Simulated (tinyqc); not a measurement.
Inside a calculation (part 1 of 2). Method: ROHF in the sto-6g basis, for NH3+, spin multiplicity 2. Computed by tinyqc, a small Python program that keeps every step (integrals from PySCF). Settings: charge = 1, multiplicity = 2, basis = sto-6g, energy threshold = 1e-10, iteration cap = 67, orthogonalisation = canonical, start = atomic densities, DIIS depth = 4, DIIS from iteration = 2, method = ROHF. Command: `OMP_NUM_THREADS=1 python tinyqc.py 28107 28108 out.jsonl` (the two numbers bound the seeds that draw the settings). One thread of a shared host (Intel(R) Xeon(R) Processor @ 2.60GHz), about 0.2 s of CPU time with the checks. Later iterations appear only in the table of the cycle.

## One-electron integrals

Geometry (angstrom):
```
atom,x,y,z
N,0.00000,0.00000,0.10700
H,1.19800,0.00000,0.00000
H,-0.59900,1.03800,0.00000
H,-0.59900,-1.03800,0.00000
```

Basis sto-6g: exponents (1/bohr^2) and contraction coefficients of normalised primitives:
```
element,l (shell),exponent,coefficient
N,s (1),1027.82846,0.00916
N,s (1),188.45122,0.04936
N,s (1),52.72186,0.16854
N,s (1),18.11138,0.37056
N,s (1),7.03318,0.41649
N,s (1),2.89665,0.13033
N,s (2),39.19881,-0.01325
N,s (2),7.75847,-0.04699
N,s (2),2.41133,-0.03379
N,s (2),0.92772,0.25024
N,s (2),0.40291,0.59512
N,s (2),0.18468,0.24071
N,p (3),39.19881,0.00376
N,p (3),7.75847,0.03768
N,p (3),2.41133,0.17390
N,p (3),0.92772,0.41804
N,p (3),0.40291,0.42586
N,p (3),0.18468,0.10171
H,s (1),35.52322,0.00916
H,s (1),6.51314,0.04936
H,s (1),1.82214,0.16854
H,s (1),0.62596,0.37056
H,s (1),0.24308,0.41649
H,s (1),0.10011,0.13033
```

Overlap, kinetic and nuclear-attraction integrals over the contracted functions; the nuclear repulsion is the sum of Za Zb / Rab.

nuclear repulsion = 10.0019592 hartree

overlap S:
```
,1N 1s,1N 2s,1N 2px,1N 2py,1N 2pz,2H 1s,3H 1s,4H 1s
1N 1s,1.00000,0.22942,0.00000,0.00000,0.00000,0.03888,0.03884,0.03884
1N 2s,0.22942,1.00000,0.00000,0.00000,0.00000,0.38479,0.38455,0.38455
1N 2px,0.00000,0.00000,1.00000,0.00000,0.00000,0.36693,-0.18332,-0.18332
1N 2py,0.00000,0.00000,0.00000,1.00000,0.00000,0.00000,0.31767,-0.31767
1N 2pz,0.00000,0.00000,0.00000,0.00000,1.00000,-0.03277,-0.03275,-0.03275
2H 1s,0.03888,0.38479,0.36693,0.00000,-0.03277,1.00000,0.10622,0.10622
3H 1s,0.03884,0.38455,-0.18332,0.31767,-0.03275,0.10622,1.00000,0.10609
4H 1s,0.03884,0.38455,-0.18332,-0.31767,-0.03275,0.10622,0.10609,1.00000
```

kinetic energy T (hartree):
```
,1N 1s,1N 2s,1N 2px,1N 2py,1N 2pz,2H 1s,3H 1s,4H 1s
1N 1s,22.23641,-0.67875,0.00000,0.00000,0.00000,-0.00774,-0.00774,-0.00774
1N 2s,-0.67875,0.63290,0.00000,0.00000,0.00000,0.05836,0.05825,0.05825
1N 2px,0.00000,0.00000,1.90129,0.00000,0.00000,0.16908,-0.08440,-0.08440
1N 2py,0.00000,0.00000,0.00000,1.90129,0.00000,0.00000,0.14626,-0.14626
1N 2pz,0.00000,0.00000,0.00000,0.00000,1.90129,-0.01510,-0.01508,-0.01508
2H 1s,-0.00774,0.05836,0.16908,0.00000,-0.01510,0.76852,-0.01204,-0.01204
3H 1s,-0.00774,0.05825,-0.08440,0.14626,-0.01508,-0.01204,0.76852,-0.01204
4H 1s,-0.00774,0.05825,-0.08440,-0.14626,-0.01508,-0.01204,-0.01204,0.76852
```

nuclear attraction V (hartree):
```
,1N 1s,1N 2s,1N 2px,1N 2py,1N 2pz,2H 1s,3H 1s,4H 1s
1N 1s,-47.99306,-4.94979,-0.00001,0.00000,0.00317,-0.95270,-0.95174,-0.95174
1N 2s,-4.94979,-8.13436,-0.00013,0.00000,0.03655,-2.45709,-2.45525,-2.45525
1N 2px,-0.00001,-0.00013,-8.17763,0.00000,0.00001,-2.12467,1.06126,1.06126
1N 2py,0.00000,0.00000,0.00000,-8.17762,0.00000,0.00000,-1.83910,1.83910
1N 2pz,0.00317,0.03655,0.00001,0.00000,-8.04687,0.19730,0.19711,0.19711
2H 1s,-0.95270,-2.45709,-2.12467,0.00000,0.19730,-4.78721,-0.57277,-0.57277
3H 1s,-0.95174,-2.45525,1.06126,-1.83910,0.19711,-0.57277,-4.78610,-0.57206
4H 1s,-0.95174,-2.45525,1.06126,1.83910,0.19711,-0.57277,-0.57206,-4.78610
```

core Hamiltonian H = T + V (hartree):
```
,1N 1s,1N 2s,1N 2px,1N 2py,1N 2pz,2H 1s,3H 1s,4H 1s
1N 1s,-25.75665,-5.62853,-0.00001,0.00000,0.00317,-0.96044,-0.95948,-0.95948
1N 2s,-5.62853,-7.50146,-0.00013,0.00000,0.03655,-2.39873,-2.39700,-2.39700
1N 2px,-0.00001,-0.00013,-6.27634,0.00000,0.00001,-1.95559,0.97686,0.97686
1N 2py,0.00000,0.00000,0.00000,-6.27633,0.00000,0.00000,-1.69284,1.69284
1N 2pz,0.00317,0.03655,0.00001,0.00000,-6.14557,0.18220,0.18203,0.18203
2H 1s,-0.96044,-2.39873,-1.95559,0.00000,0.18220,-4.01869,-0.58481,-0.58481
3H 1s,-0.95948,-2.39700,0.97686,-1.69284,0.18203,-0.58481,-4.01758,-0.58410
4H 1s,-0.95948,-2.39700,0.97686,1.69284,0.18203,-0.58481,-0.58410,-4.01758
```

## Two-electron integrals

Functions are numbered as in S; the eight-fold symmetry (ij|kl) = (ji|kl) = (kl|ij) leaves the list below.

Two-electron integrals (ij|kl) in chemists' order, unique and non-zero (hartree):
```
i,j,k,l,(ij|kl)
1,1,1,1,4.16874
2,1,1,1,0.58365
2,1,2,1,0.10411
2,2,1,1,0.96849
2,2,2,1,0.21445
2,2,2,2,0.70840
3,1,3,1,0.02207
3,2,3,1,0.03361
3,2,3,2,0.15658
3,3,1,1,0.96849
3,3,2,1,0.21445
3,3,2,2,0.70840
3,3,3,3,0.76324
4,1,4,1,0.02207
4,2,4,1,0.03361
4,2,4,2,0.15658
4,3,4,3,0.04113
4,4,1,1,0.96849
4,4,2,1,0.21445
4,4,2,2,0.70840
4,4,3,3,0.68098
4,4,4,4,0.76324
5,1,5,1,0.02207
5,2,5,1,0.03361
5,2,5,2,0.15658
5,3,5,3,0.04113
5,4,5,4,0.04113
5,5,1,1,0.96849
5,5,2,1,0.21445
5,5,2,2,0.70840
5,5,3,3,0.68098
5,5,4,4,0.68098
5,5,5,5,0.76324
6,1,1,1,0.10510
6,1,2,1,0.01799
6,1,2,2,0.03631
6,1,3,1,0.00101
6,1,3,2,0.00198
6,1,3,3,0.03651
6,1,4,4,0.03621
6,1,5,1,-0.00009
6,1,5,2,-0.00018
6,1,5,3,-2.65e-05
6,1,5,5,0.03621
6,1,6,1,0.00318
6,2,1,1,0.27152
6,2,2,1,0.06103
6,2,2,2,0.22471
6,2,3,1,0.00547
6,2,3,2,0.04120
6,2,3,3,0.23390
6,2,4,4,0.22006
6,2,5,1,-0.00049
6,2,5,2,-0.00368
6,2,5,3,-0.00124
6,2,5,5,0.22017
6,2,6,1,0.01071
6,2,6,2,0.09392
6,3,1,1,0.22202
6,3,2,1,0.05056
6,3,2,2,0.19785
6,3,3,1,0.01026
6,3,3,2,0.06976
6,3,3,3,0.21626
6,3,4,4,0.18859
6,3,5,1,-0.00035
6,3,5,2,-0.00298
6,3,5,3,-0.00174
6,3,5,5,0.18868
6,3,6,1,0.00925
6,3,6,2,0.09922
6,3,6,3,0.11498
6,4,4,1,0.00639
6,4,4,2,0.03642
6,4,4,3,0.00814
6,4,5,4,-0.00073
6,4,6,4,0.01187
6,5,1,1,-0.01983
6,5,2,1,-0.00452
6,5,2,2,-0.01767
6,5,3,1,-0.00035
6,5,3,2,-0.00298
6,5,3,3,-0.01786
6,5,4,4,-0.01684
6,5,5,1,0.00642
6,5,5,2,0.03668
6,5,5,3,0.00824
6,5,5,5,-0.01831
6,5,6,1,-0.00083
6,5,6,2,-0.00886
6,5,6,3,-0.00921
6,5,6,5,0.01269
6,6,1,1,0.43366
6,6,2,1,0.09925
6,6,2,2,0.41799
6,6,3,1,0.01069
6,6,3,2,0.11100
6,6,3,3,0.45527
6,6,4,4,0.39913
6,6,5,1,-0.00096
6,6,5,2,-0.00991
6,6,5,3,-0.00501
6,6,5,5,0.39957
6,6,6,1,0.01760
6,6,6,2,0.22785
6,6,6,3,0.26916
6,6,6,5,-0.02404
6,6,6,6,0.77500
7,1,1,1,0.10500
7,1,2,1,0.01797
7,1,2,2,0.03627
7,1,3,1,-0.00050
7,1,3,2,-0.00099
7,1,3,3,0.03625
7,1,4,1,0.00087
7,1,4,2,0.00171
7,1,4,3,-0.00013
7,1,4,4,0.03640
7,1,5,1,-0.00009
7,1,5,2,-0.00018
7,1,5,3,1.32e-05
7,1,5,4,-2.29e-05
7,1,5,5,0.03618
7,1,6,1,0.00310
7,1,6,2,0.01015
7,1,6,3,0.00823
7,1,6,4,0.00032
7,1,6,5,-0.00078
7,1,6,6,0.01645
7,1,7,1,0.00317
7,2,1,1,0.27131
7,2,2,1,0.06098
7,2,2,2,0.22455
7,2,3,1,-0.00273
7,2,3,2,-0.02058
7,2,3,3,0.22336
7,2,4,1,0.00473
7,2,4,2,0.03566
7,2,4,3,-0.00599
7,2,4,4,0.23028
7,2,5,1,-0.00049
7,2,5,2,-0.00368
7,2,5,3,0.00062
7,2,5,4,-0.00107
7,2,5,5,0.22002
7,2,6,1,0.01016
7,2,6,2,0.06817
7,2,6,3,0.05619
7,2,6,4,0.00794
7,2,6,5,-0.00625
7,2,6,6,0.12822
7,2,7,1,0.01069
7,2,7,2,0.09380
7,3,1,1,-0.11090
7,3,2,1,-0.02526
7,3,2,2,-0.09883
7,3,3,1,0.00735
7,3,3,2,0.04471
7,3,3,3,-0.10376
7,3,4,1,-0.00167
7,3,4,2,-0.01443
7,3,4,3,0.00951
7,3,4,4,-0.09847
7,3,5,1,0.00017
7,3,5,2,0.00149
7,3,5,3,-0.00098
7,3,5,4,0.00044
7,3,5,5,-0.09425
7,3,6,1,-0.00384
7,3,6,2,-0.02121
7,3,6,3,-0.01021
7,3,6,4,-0.00179
7,3,6,5,0.00191
7,3,6,6,-0.03326
7,3,7,1,-0.00462
7,3,7,2,-0.04953
7,3,7,3,0.03758
7,4,1,1,0.19218
7,4,2,1,0.04377
7,4,2,2,0.17126
7,4,3,1,-0.00167
7,4,3,2,-0.01443
7,4,3,3,0.16571
7,4,4,1,0.00929
7,4,4,2,0.06139
7,4,4,3,-0.00833
7,4,4,4,0.18474
7,4,5,1,-0.00030
7,4,5,2,-0.00258
7,4,5,3,0.00044
7,4,5,4,-0.00149
7,4,5,5,0.16333
7,4,6,1,0.00729
7,4,6,2,0.05264
7,4,6,3,0.04323
7,4,6,4,0.01371
7,4,6,5,-0.00473
7,4,6,6,0.10024
7,4,7,1,0.00800
7,4,7,2,0.08583
7,4,7,3,-0.04459
7,4,7,4,0.08912
7,5,1,1,-0.01981
7,5,2,1,-0.00451
7,5,2,2,-0.01765
7,5,3,1,0.00017
7,5,3,2,0.00149
7,5,3,3,-0.01708
7,5,4,1,-0.00030
7,5,4,2,-0.00258
7,5,4,3,0.00044
7,5,4,4,-0.01759
7,5,5,1,0.00642
7,5,5,2,0.03665
7,5,5,3,-0.00411
7,5,5,4,0.00713
7,5,5,5,-0.01829
7,5,6,1,-0.00078
7,5,6,2,-0.00625
7,5,6,3,-0.00505
7,5,6,4,-0.00071
7,5,6,5,0.00865
7,5,6,6,-0.01253
7,5,7,1,-0.00082
7,5,7,2,-0.00885
7,5,7,3,0.00460
7,5,7,4,-0.00797
7,5,7,5,0.01267
7,6,1,1,0.06116
7,6,2,1,0.01383
7,6,2,2,0.05376
7,6,3,1,0.00051
7,6,3,2,0.00427
7,6,3,3,0.05416
7,6,4,1,0.00088
7,6,4,2,0.00740
7,6,4,3,0.00033
7,6,4,4,0.05453
7,6,5,1,-0.00018
7,6,5,2,-0.00153
7,6,5,3,-0.00020
7,6,5,4,-0.00034
7,6,5,5,0.05259
7,6,6,1,0.00238
7,6,6,2,0.02066
7,6,6,3,0.02036
7,6,6,4,0.00224
7,6,6,5,-0.00217
7,6,6,6,0.04841
7,6,7,1,0.00238
7,6,7,2,0.02065
7,6,7,3,-0.00823
7,6,7,4,0.01875
7,6,7,5,-0.00216
7,6,7,6,0.00564
7,7,1,1,0.43352
7,7,2,1,0.09922
7,7,2,2,0.41787
7,7,3,1,-0.00534
7,7,3,2,-0.05546
7,7,3,3,0.41304
7,7,4,1,0.00926
7,7,4,2,0.09610
7,7,4,3,-0.02429
7,7,4,4,0.44112
7,7,5,1,-0.00095
7,7,5,2,-0.00991
7,7,5,3,0.00250
7,7,5,4,-0.00434
7,7,5,5,0.39946
7,7,6,1,0.01646
7,7,6,2,0.12828
7,7,6,3,0.10347
7,7,6,4,0.02130
7,7,6,5,-0.01254
7,7,6,6,0.25432
7,7,7,1,0.01758
7,7,7,2,0.22767
7,7,7,3,-0.13445
7,7,7,4,0.23298
7,7,7,5,-0.02402
7,7,7,6,0.04841
7,7,7,7,0.77500
8,1,1,1,0.10500
8,1,2,1,0.01797
8,1,2,2,0.03627
8,1,3,1,-0.00050
8,1,3,2,-0.00099
8,1,3,3,0.03625
8,1,4,1,-0.00087
8,1,4,2,-0.00171
8,1,4,3,0.00013
8,1,4,4,0.03640
8,1,5,1,-0.00009
8,1,5,2,-0.00018
8,1,5,3,1.32e-05
8,1,5,4,2.29e-05
8,1,5,5,0.03618
8,1,6,1,0.00310
8,1,6,2,0.01015
8,1,6,3,0.00823
8,1,6,4,-0.00032
8,1,6,5,-0.00078
8,1,6,6,0.01645
8,1,7,1,0.00310
8,1,7,2,0.01015
8,1,7,3,-0.00439
8,1,7,4,0.00697
8,1,7,5,-0.00078
8,1,7,6,0.00228
8,1,7,7,0.01644
8,1,8,1,0.00317
8,2,1,1,0.27131
8,2,2,1,0.06098
8,2,2,2,0.22455
8,2,3,1,-0.00273
8,2,3,2,-0.02058
8,2,3,3,0.22336
8,2,4,1,-0.00473
8,2,4,2,-0.03566
8,2,4,3,0.00599
8,2,4,4,0.23028
8,2,5,1,-0.00049
8,2,5,2,-0.00368
8,2,5,3,0.00062
8,2,5,4,0.00107
8,2,5,5,0.22002
8,2,6,1,0.01016
8,2,6,2,0.06817
8,2,6,3,0.05619
8,2,6,4,-0.00794
8,2,6,5,-0.00625
8,2,6,6,0.12822
8,2,7,1,0.01015
8,2,7,2,0.06811
8,2,7,3,-0.03493
8,2,7,4,0.04467
8,2,7,5,-0.00624
8,2,7,6,0.01577
8,2,7,7,0.12817
8,2,8,1,0.01069
8,2,8,2,0.09380
8,3,1,1,-0.11090
8,3,2,1,-0.02526
8,3,2,2,-0.09883
8,3,3,1,0.00735
8,3,3,2,0.04471
8,3,3,3,-0.10376
8,3,4,1,0.00167
8,3,4,2,0.01443
8,3,4,3,-0.00951
8,3,4,4,-0.09847
8,3,5,1,0.00017
8,3,5,2,0.00149
8,3,5,3,-0.00098
8,3,5,4,-0.00044
8,3,5,5,-0.09425
8,3,6,1,-0.00384
8,3,6,2,-0.02121
8,3,6,3,-0.01021
8,3,6,4,0.00179
8,3,6,5,0.00191
8,3,6,6,-0.03326
8,3,7,1,-0.00439
8,3,7,2,-0.03493
8,3,7,3,0.02564
8,3,7,4,-0.02249
8,3,7,5,0.00314
8,3,7,6,-0.00622
8,3,7,7,-0.07011
8,3,8,1,-0.00462
8,3,8,2,-0.04953
8,3,8,3,0.03758
8,4,1,1,-0.19218
8,4,2,1,-0.04377
8,4,2,2,-0.17126
8,4,3,1,0.00167
8,4,3,2,0.01443
8,4,3,3,-0.16571
8,4,4,1,0.00929
8,4,4,2,0.06139
8,4,4,3,-0.00833
8,4,4,4,-0.18474
8,4,5,1,0.00030
8,4,5,2,0.00258
8,4,5,3,-0.00044
8,4,5,4,-0.00149
8,4,5,5,-0.16333
8,4,6,1,-0.00729
8,4,6,2,-0.05264
8,4,6,3,-0.04323
8,4,6,4,0.01371
8,4,6,5,0.00473
8,4,6,6,-0.10024
8,4,7,1,-0.00697
8,4,7,2,-0.04467
8,4,7,3,0.02249
8,4,7,4,-0.02218
8,4,7,5,0.00402
8,4,7,6,-0.01079
8,4,7,7,-0.07892
8,4,8,1,-0.00800
8,4,8,2,-0.08583
8,4,8,3,0.04459
8,4,8,4,0.08912
8,5,1,1,-0.01981
8,5,2,1,-0.00451
8,5,2,2,-0.01765
8,5,3,1,0.00017
8,5,3,2,0.00149
8,5,3,3,-0.01708
8,5,4,1,0.00030
8,5,4,2,0.00258
8,5,4,3,-0.00044
8,5,4,4,-0.01759
8,5,5,1,0.00642
8,5,5,2,0.03665
8,5,5,3,-0.00411
8,5,5,4,-0.00713
8,5,5,5,-0.01829
8,5,6,1,-0.00078
8,5,6,2,-0.00625
8,5,6,3,-0.00505
8,5,6,4,0.00071
8,5,6,5,0.00865
8,5,6,6,-0.01253
8,5,7,1,-0.00078
8,5,7,2,-0.00624
8,5,7,3,0.00314
8,5,7,4,-0.00402
8,5,7,5,0.00864
8,5,7,6,-0.00160
8,5,7,7,-0.01252
8,5,8,1,-0.00082
8,5,8,2,-0.00885
8,5,8,3,0.00460
8,5,8,4,0.00797
8,5,8,5,0.01267
8,6,1,1,0.06116
8,6,2,1,0.01383
8,6,2,2,0.05376
8,6,3,1,0.00051
8,6,3,2,0.00427
8,6,3,3,0.05416
8,6,4,1,-0.00088
8,6,4,2,-0.00740
8,6,4,3,-0.00033
8,6,4,4,0.05453
8,6,5,1,-0.00018
8,6,5,2,-0.00153
8,6,5,3,-0.00020
8,6,5,4,0.00034
8,6,5,5,0.05259
8,6,6,1,0.00238
8,6,6,2,0.02066
8,6,6,3,0.02036
8,6,6,4,-0.00224
8,6,6,5,-0.00217
8,6,6,6,0.04841
8,6,7,1,0.00228
8,6,7,2,0.01577
8,6,7,3,-0.00622
8,6,7,4,0.01079
8,6,7,5,-0.00160
8,6,7,6,0.00444
8,6,7,7,0.02992
8,6,8,1,0.00238
8,6,8,2,0.02065
8,6,8,3,-0.00823
8,6,8,4,-0.01875
8,6,8,5,-0.00216
8,6,8,6,0.00564
8,7,1,1,0.06109
8,7,2,1,0.01381
8,7,2,2,0.05370
8,7,3,1,-0.00102
8,7,3,2,-0.00853
8,7,3,3,0.05465
8,7,4,4,0.05390
8,7,5,1,-0.00018
8,7,5,2,-0.00152
8,7,5,3,0.00039
8,7,5,5,0.05253
8,7,6,1,0.00228
8,7,6,2,0.01576
8,7,6,3,0.01245
8,7,6,5,-0.00160
8,7,6,6,0.02989
8,7,7,1,0.00237
8,7,7,2,0.02062
8,7,7,3,-0.01209
8,7,7,4,0.01649
8,7,7,5,-0.00216
8,7,7,6,0.00443
8,7,7,7,0.04834
8,7,8,1,0.00237
8,7,8,2,0.02062
8,7,8,3,-0.01209
8,7,8,4,-0.01649
8,7,8,5,-0.00216
8,7,8,6,0.00443
8,7,8,7,0.00563
8,8,1,1,0.43352
8,8,2,1,0.09922
8,8,2,2,0.41787
8,8,3,1,-0.00534
8,8,3,2,-0.05546
8,8,3,3,0.41304
8,8,4,1,-0.00926
8,8,4,2,-0.09610
8,8,4,3,0.02429
8,8,4,4,0.44112
8,8,5,1,-0.00095
8,8,5,2,-0.00991
8,8,5,3,0.00250
8,8,5,4,0.00434
8,8,5,5,0.39946
8,8,6,1,0.01646
8,8,6,2,0.12828
8,8,6,3,0.10347
8,8,6,4,-0.02130
8,8,6,5,-0.01254
8,8,6,6,0.25432
8,8,7,1,0.01644
8,8,7,2,0.12817
8,8,7,3,-0.07011
8,8,7,4,0.07892
8,8,7,5,-0.01252
8,8,7,6,0.02992
8,8,7,7,0.25423
8,8,8,1,0.01758
8,8,8,2,0.22767
8,8,8,3,-0.13445
8,8,8,4,-0.23298
8,8,8,5,-0.02402
8,8,8,6,0.04841
8,8,8,7,0.04834
8,8,8,8,0.77500
```

## Orthogonalisation

S = U s U^T; canonical form X = U s^(-1/2), so that X^T S X = 1. Each column of U has its largest component positive (the first on a tie).

eigenvalues of S: 0.39952  0.49446  0.49459  0.96980  1.01123  1.39928  1.39933  1.83179

X:
```
,1,2,3,4,5,6,7,8
1N 1s,-0.35137,0.00063,0.00000,0.81996,0.48983,-0.00016,0.00000,0.17486
1N 2s,1.20205,-0.00163,0.00000,-0.02544,0.07310,-0.00027,0.00000,0.47695
1N 2px,0.00163,0.94469,0.00000,-0.00002,0.00002,0.63189,0.00000,0.00025
1N 2py,0.00000,0.00000,0.94467,0.00000,0.00000,0.00000,0.63183,0.00000
1N 2pz,-0.09093,0.00010,0.00000,-0.52827,0.84592,0.00001,0.00000,-0.03651
2H 1s,-0.55716,-0.86716,0.00000,-0.16227,-0.09662,0.45837,0.00000,0.30926
3H 1s,-0.55494,0.43473,-0.75149,-0.16240,-0.09670,-0.22942,0.39713,0.30894
4H 1s,-0.55494,0.43473,0.75149,-0.16240,-0.09670,-0.22942,-0.39713,0.30894
```

## Starting guess

The start is atomic minimal-basis densities projected into this basis (PySCF's MINAO start) and scaled to the electron count of each spin; this density is not idempotent, so its energy is not variational and may lie below the converged one.

D(alpha) at the start:
```
,1N 1s,1N 2s,1N 2px,1N 2py,1N 2pz,2H 1s,3H 1s,4H 1s
1N 1s,1.06133,-0.23569,0.00000,0.00000,-0.00090,-0.00605,-0.00605,-0.00605
1N 2s,-0.23569,1.03349,-0.00001,0.00000,0.00425,0.02665,0.02665,0.02665
1N 2px,0.00000,-0.00001,0.46292,0.00000,0.00000,0.03247,-0.01624,-0.01624
1N 2py,0.00000,0.00000,0.00000,0.46291,0.00000,0.00000,0.02813,-0.02813
1N 2pz,-0.00090,0.00425,0.00000,0.00000,0.49580,-0.00178,-0.00178,-0.00178
2H 1s,-0.00605,0.02665,0.03247,0.00000,-0.00178,0.48266,0.01850,0.01850
3H 1s,-0.00605,0.02665,-0.01624,0.02813,-0.00178,0.01850,0.48266,0.01848
4H 1s,-0.00605,0.02665,-0.01624,-0.02813,-0.00178,0.01850,0.01848,0.48266
```

D(beta) at the start:
```
,1N 1s,1N 2s,1N 2px,1N 2py,1N 2pz,2H 1s,3H 1s,4H 1s
1N 1s,0.84907,-0.18855,0.00000,0.00000,-0.00072,-0.00484,-0.00484,-0.00484
1N 2s,-0.18855,0.82679,-0.00001,0.00000,0.00340,0.02132,0.02132,0.02132
1N 2px,0.00000,-0.00001,0.37033,0.00000,0.00000,0.02598,-0.01299,-0.01299
1N 2py,0.00000,0.00000,0.00000,0.37033,0.00000,0.00000,0.02250,-0.02250
1N 2pz,-0.00072,0.00340,0.00000,0.00000,0.39664,-0.00142,-0.00142,-0.00142
2H 1s,-0.00484,0.02132,0.02598,0.00000,-0.00142,0.38613,0.01480,0.01480
3H 1s,-0.00484,0.02132,-0.01299,0.02250,-0.00142,0.01480,0.38613,0.01478
4H 1s,-0.00484,0.02132,-0.01299,-0.02250,-0.00142,0.01480,0.01478,0.38613
```

## Iteration 1: building the Fock matrix

J_ij = sum D_kl (ij|kl) with D = D(alpha) + D(beta), K_ij = sum D_kl (ik|jl) for each spin; F = H + J - K(s); E = tr D H + tr D J / 2 - 0.5 sum_s tr D(s) K(s) + E_nn.

Coulomb J (hartree):
```
,1N 1s,1N 2s,1N 2px,1N 2py,1N 2pz,2H 1s,3H 1s,4H 1s
1N 1s,13.04043,2.26995,0.00001,0.00000,-0.00246,0.39613,0.39573,0.39573
1N 2s,2.26995,6.03076,0.00007,0.00000,-0.02664,1.93059,1.92921,1.92921
1N 2px,0.00001,0.00007,6.05549,0.00000,-0.00001,1.71542,-0.85688,-0.85688
1N 2py,0.00000,0.00000,0.00000,6.05550,0.00000,0.00000,1.48491,-1.48491
1N 2pz,-0.00246,-0.02664,-0.00001,0.00000,5.98128,-0.15915,-0.15900,-0.15900
2H 1s,0.39613,1.93059,1.71542,0.00000,-0.15915,3.81517,0.46524,0.46524
3H 1s,0.39573,1.92921,-0.85688,1.48491,-0.15900,0.46524,3.81430,0.46466
4H 1s,0.39573,1.92921,-0.85688,-1.48491,-0.15900,0.46524,0.46466,3.81430
```

exchange K(alpha) (hartree):
```
,1N 1s,1N 2s,1N 2px,1N 2py,1N 2pz,2H 1s,3H 1s,4H 1s
1N 1s,4.29249,0.65593,0.00001,0.00000,-0.00139,0.13007,0.12994,0.12994
1N 2s,0.65593,1.14933,0.00007,0.00000,-0.01346,0.45661,0.45630,0.45630
1N 2px,0.00001,0.00007,0.68417,0.00000,-0.00001,0.29274,-0.14621,-0.14621
1N 2py,0.00000,0.00000,0.00000,0.68416,0.00000,0.00000,0.25341,-0.25341
1N 2pz,-0.00139,-0.01346,-0.00001,0.00000,0.61264,-0.02940,-0.02937,-0.02937
2H 1s,0.13007,0.45661,0.29274,0.00000,-0.02940,0.57416,0.13709,0.13709
3H 1s,0.12994,0.45630,-0.14621,0.25341,-0.02937,0.13709,0.57394,0.13694
4H 1s,0.12994,0.45630,-0.14621,-0.25341,-0.02937,0.13709,0.13694,0.57394
```

exchange K(beta) (hartree):
```
,1N 1s,1N 2s,1N 2px,1N 2py,1N 2pz,2H 1s,3H 1s,4H 1s
1N 1s,3.43400,0.52475,0.00001,0.00000,-0.00112,0.10406,0.10395,0.10395
1N 2s,0.52475,0.91946,0.00006,0.00000,-0.01076,0.36529,0.36504,0.36504
1N 2px,0.00001,0.00006,0.54734,0.00000,-0.00001,0.23419,-0.11697,-0.11697
1N 2py,0.00000,0.00000,0.00000,0.54733,0.00000,0.00000,0.20273,-0.20273
1N 2pz,-0.00112,-0.01076,-0.00001,0.00000,0.49011,-0.02352,-0.02350,-0.02350
2H 1s,0.10406,0.36529,0.23419,0.00000,-0.02352,0.45933,0.10967,0.10967
3H 1s,0.10395,0.36504,-0.11697,0.20273,-0.02350,0.10967,0.45915,0.10955
4H 1s,0.10395,0.36504,-0.11697,-0.20273,-0.02350,0.10967,0.10955,0.45915
```

F(alpha) (hartree):
```
,1N 1s,1N 2s,1N 2px,1N 2py,1N 2pz,2H 1s,3H 1s,4H 1s
1N 1s,-17.00872,-4.01451,-0.00001,0.00000,0.00210,-0.69438,-0.69369,-0.69369
1N 2s,-4.01451,-2.62003,-0.00013,0.00000,0.02337,-0.92475,-0.92409,-0.92409
1N 2px,-0.00001,-0.00013,-0.90502,0.00000,0.00001,-0.53292,0.26619,0.26619
1N 2py,0.00000,0.00000,0.00000,-0.90498,0.00000,0.00000,-0.46134,0.46134
1N 2pz,0.00210,0.02337,0.00001,0.00000,-0.77693,0.05245,0.05241,0.05241
2H 1s,-0.69438,-0.92475,-0.53292,0.00000,0.05245,-0.77767,-0.25666,-0.25666
3H 1s,-0.69369,-0.92409,0.26619,-0.46134,0.05241,-0.25666,-0.77721,-0.25637
4H 1s,-0.69369,-0.92409,0.26619,0.46134,0.05241,-0.25666,-0.25637,-0.77721
```

F(beta) (hartree):
```
,1N 1s,1N 2s,1N 2px,1N 2py,1N 2pz,2H 1s,3H 1s,4H 1s
1N 1s,-16.15022,-3.88333,-0.00001,0.00000,0.00182,-0.66837,-0.66770,-0.66770
1N 2s,-3.88333,-2.39016,-0.00012,0.00000,0.02067,-0.83342,-0.83283,-0.83283
1N 2px,-0.00001,-0.00012,-0.76819,0.00000,0.00001,-0.47437,0.23695,0.23695
1N 2py,0.00000,0.00000,0.00000,-0.76815,0.00000,0.00000,-0.41065,0.41065
1N 2pz,0.00182,0.02067,0.00001,0.00000,-0.65440,0.04657,0.04653,0.04653
2H 1s,-0.66837,-0.83342,-0.47437,0.00000,0.04657,-0.66284,-0.22924,-0.22924
3H 1s,-0.66770,-0.83283,0.23695,-0.41065,0.04653,-0.22924,-0.66243,-0.22898
4H 1s,-0.66770,-0.83283,0.23695,0.41065,0.04653,-0.22924,-0.22898,-0.66243
```

total energy of this density = -51.8515752 hartree

This density is the starting one; it is not idempotent, so its energy is not variational and may lie below the converged one.

## Iteration 1: Roothaan effective Fock matrix

With projectors Pc = D(beta) S, Po = (D(alpha) - D(beta)) S, Pv = 1 - D(alpha) S, the block xy is Px^T F Py; with Fc = (F(alpha) + F(beta))/2, the blocks are Fc for cc, oo, vv and cv, F(beta) for co and F(alpha) for ov.

effective F (hartree):
```
,1N 1s,1N 2s,1N 2px,1N 2py,1N 2pz,2H 1s,3H 1s,4H 1s
1N 1s,-16.43793,-3.91989,-0.00001,0.00000,0.00145,-0.67630,-0.67563,-0.67563
1N 2s,-3.91989,-2.42524,-0.00011,0.00000,0.01964,-0.83460,-0.83400,-0.83400
1N 2px,-0.00001,-0.00011,-0.83384,0.00000,0.00001,-0.50035,0.24993,0.24993
1N 2py,0.00000,0.00000,0.00000,-0.83380,0.00000,0.00000,-0.43315,0.43315
1N 2pz,0.00145,0.01964,0.00001,0.00000,-0.71686,0.04813,0.04809,0.04809
2H 1s,-0.67630,-0.83460,-0.50035,0.00000,0.04813,-0.69311,-0.21901,-0.21901
3H 1s,-0.67563,-0.83400,0.24993,-0.43315,0.04809,-0.21901,-0.69270,-0.21876
4H 1s,-0.67563,-0.83400,0.24993,0.43315,0.04809,-0.21901,-0.21876,-0.69270
```
